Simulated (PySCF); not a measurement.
2-oxazoline, C3H5NO.
SMILES: `N1CCOC=1`

The calculation used PySCF 2.14.0, PBE0-D3(BJ)/def2-SVP geometry optimisation, gas phase.

Take the most abundant isotopes and a rigid rotor. 

Q: Give the principal moments of inertia and the rotational constants in cm⁻¹.

A: Ia = 58.74, Ib = 61.51, Ic = 113.83 u·Å²; 505379 MHz·u·Å²/I gives 8604, 8216 and 4440 MHz, that is A = 0.28699, B = 0.27407, C = 0.14810 cm⁻¹.

Q: What kind of rotor is it?

A: An asymmetric top; Ray's κ = 0.814.

Q: Is it planar, by Δ = Ic − Ia − Ib?

A: Not planar: Δ = Ic − Ia − Ib = -6.42 u·Å². For a rigid frame Δ = −2 Σ m c², so Σ m c² = 3.21 u·Å² lies off the ab plane: 3.19 from hydrogen and 0.02 from heavier atoms. The atom farthest from that plane is 0.95 Å away.

Q: Give the other two planar moments, Paa and Pbb, and the rms extents of the mass along the axes.

A: Paa = Σ m a² = (Ib + Ic − Ia)/2 = 58.30 and Pbb = Σ m b² = (Ia + Ic − Ib)/2 = 55.53 u·Å². With the mass M = 71.04 u, the rms extents √(P/M) along a, b and c are 0.91, 0.88, 0.21 Å.

Q: Give the coordinates in the principal-axis frame, origin at the centre of mass.

A: The sense of each axis is arbitrary; atoms in the order of the calculation.
```
atom  mass (u)   a (Å)   b (Å)   c (Å)
  C1    12.000   0.155  -1.091   0.004
  N2    14.003   1.191  -0.367   0.015
  C3    12.000   0.714   1.011  -0.021
  C4    12.000  -0.825   0.898   0.024
  O5    15.995  -1.060  -0.515  -0.020
  H6     1.008   0.142  -2.185   0.010
  H7     1.008   1.079   1.504  -0.937
  H8     1.008   1.124   1.579   0.829
  H9     1.008  -1.333   1.364  -0.833
 H10     1.008  -1.266   1.294   0.951
```

Q: List the rotational levels J(Ka,Kc) to J = 2 (K).

A: Above 0(0,0), as E/k:
J = 1: 1(0,1) 0.607, 1(1,1) 0.626, 1(1,0) 0.807
J = 2: 2(0,2) 1.658, 2(1,2) 1.660, 2(1,1) 2.203, 2(2,1) 2.259, 2(2,0) 2.423

Q: Predict some low-J microwave lines.

A: The dipole components are |μa| = 1.14 D, |μb| = 1.31 D, |μc| = 0.00 D. The squared components, which scale the intensities, stand as 0.76 : 1.00 : 0.00 (a : b : c). Some lines, for components of 0.1 D or more:

```json
{"type": "a", "branch": "Q", "J(Ka,Kc)": "1(1,0) ← 1(1,1)", "MHz": "3777", "lower level (cm⁻¹)": "0.435"}
{"type": "b", "branch": "Q", "J(Ka,Kc)": "1(1,0) ← 1(0,1)", "MHz": "4164", "lower level (cm⁻¹)": "0.422"}
{"type": "b", "branch": "Q", "J(Ka,Kc)": "3(3,0) ← 3(2,1)", "MHz": "5254", "lower level (cm⁻¹)": "3.196"}
{"type": "b", "branch": "Q", "J(Ka,Kc)": "4(4,0) ← 4(3,1)", "MHz": "6242", "lower level (cm⁻¹)": "5.416"}
{"type": "b", "branch": "Q", "J(Ka,Kc)": "4(3,1) ← 4(2,2)", "MHz": "10446", "lower level (cm⁻¹)": "5.068"}
{"type": "a", "branch": "Q", "J(Ka,Kc)": "2(1,1) ← 2(1,2)", "MHz": "11330", "lower level (cm⁻¹)": "1.153"}
{"type": "b", "branch": "Q", "J(Ka,Kc)": "2(1,1) ← 2(0,2)", "MHz": "11358", "lower level (cm⁻¹)": "1.153"}
{"type": "a", "branch": "R", "J(Ka,Kc)": "1(0,1) ← 0(0,0)", "MHz": "12656", "lower level (cm⁻¹)": "0.000"}
{"type": "a", "branch": "Q", "J(Ka,Kc)": "4(2,2) ← 4(2,3)", "MHz": "19528", "lower level (cm⁻¹)": "4.416"}
{"type": "a", "branch": "Q", "J(Ka,Kc)": "3(1,2) ← 3(1,3)", "MHz": "19727", "lower level (cm⁻¹)": "2.174"}
{"type": "b", "branch": "R", "J(Ka,Kc)": "2(0,2) ← 1(1,1)", "MHz": "21508", "lower level (cm⁻¹)": "0.435"}
{"type": "a", "branch": "R", "J(Ka,Kc)": "2(1,2) ← 1(1,1)", "MHz": "21536", "lower level (cm⁻¹)": "0.435"}
{"type": "a", "branch": "R", "J(Ka,Kc)": "2(0,2) ← 1(0,1)", "MHz": "21895", "lower level (cm⁻¹)": "0.422"}
{"type": "a", "branch": "R", "J(Ka,Kc)": "2(1,1) ← 1(1,0)", "MHz": "29089", "lower level (cm⁻¹)": "0.561"}
{"type": "b", "branch": "R", "J(Ka,Kc)": "2(2,1) ← 1(1,0)", "MHz": "30251", "lower level (cm⁻¹)": "0.561"}
{"type": "b", "branch": "R", "J(Ka,Kc)": "3(0,3) ← 2(1,2)", "MHz": "30591", "lower level (cm⁻¹)": "1.153"}
{"type": "a", "branch": "R", "J(Ka,Kc)": "3(0,3) ← 2(0,2)", "MHz": "30620", "lower level (cm⁻¹)": "1.153"}
{"type": "b", "branch": "R", "J(Ka,Kc)": "3(1,2) ← 2(2,1)", "MHz": "37829", "lower level (cm⁻¹)": "1.570"}
{"type": "a", "branch": "R", "J(Ka,Kc)": "3(2,2) ← 2(2,1)", "MHz": "37969", "lower level (cm⁻¹)": "1.570"}
{"type": "b", "branch": "R", "J(Ka,Kc)": "3(2,2) ← 2(1,1)", "MHz": "39131", "lower level (cm⁻¹)": "1.531"}
{"type": "b", "branch": "R", "J(Ka,Kc)": "4(0,4) ← 3(1,3)", "MHz": "39484", "lower level (cm⁻¹)": "2.174"}
{"type": "b", "branch": "R", "J(Ka,Kc)": "4(2,3) ← 3(1,2)", "MHz": "47500", "lower level (cm⁻¹)": "2.832"}
{"type": "a", "branch": "R", "J(Ka,Kc)": "4(2,2) ← 3(2,1)", "MHz": "56121", "lower level (cm⁻¹)": "3.196"}
{"type": "b", "branch": "R", "J(Ka,Kc)": "4(3,2) ← 3(2,1)", "MHz": "56536", "lower level (cm⁻¹)": "3.196"}
{"type": "b", "branch": "R", "J(Ka,Kc)": "4(3,1) ← 3(2,2)", "MHz": "77334", "lower level (cm⁻¹)": "2.837"}
{"type": "b", "branch": "R", "J(Ka,Kc)": "4(2,2) ← 3(1,3)", "MHz": "86756", "lower level (cm⁻¹)": "2.174"}
```

PBE0-D3(BJ)/def2-SVP frequencies: not computed here. Zero-point vibration and centrifugal distortion are left out. Quadrupole hyperfine structure (14N) is left out.
